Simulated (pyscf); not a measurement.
hydrogen chloride (HCl) + boron trichloride (Cl–B(Cl)–Cl) → boron trichloride (Cl–B(Cl)–Cl) + hydrogen chloride (HCl) (four-centre exchange; singlet surface; Cl–H, B–Cl broken, B–Cl, Cl–H formed). Structures and frequencies: ωB97X-D3(BJ)/def2-SVP in PySCF. Correlated levels are frozen-core, on RHF or UHF. ΔMP2 is the change of the MP2 total energy from the triple- to the quadruple-zeta basis. Energies in eV from the separated reactants.

```
level                                barrier  reaction energy
--------------------------------  ----------  ---------------
ωB97X-D3(BJ)/def2-TZVP                  1.00             0.00
M06-2X/def2-TZVP                        1.01             0.00
ωB97M-D3(BJ)/def2-TZVP                  1.06             0.00
HF/def2-TZVP                            1.99             0.00
MP2/def2-QZVPP                    (withheld)             0.00
CCSD(T)/def2-TZVPP                      1.16             0.00
CCSD(T)/def2-TZVPP + ΔMP2(QZVPP)  (withheld)             0.00
```

Question: Some entries are withheld; supply them.

Answer: 
- MP2/def2-QZVPP, barrier: 0.94
- CCSD(T)/def2-TZVPP + ΔMP2(QZVPP), barrier: 1.11

Of the functionals in the table, ωB97M-D3(BJ) is closest to CCSD(T)/def2-TZVPP + ΔMP2(QZVPP) in the barrier (0.05 eV apart) and ωB97X-D3(BJ) least close (0.11 eV); that level has limits of its own. One saddle was located; it need not be the lowest between these sides. The CCSD(T) − MP2 part came from Ansatz, without density fitting, on the same reference.
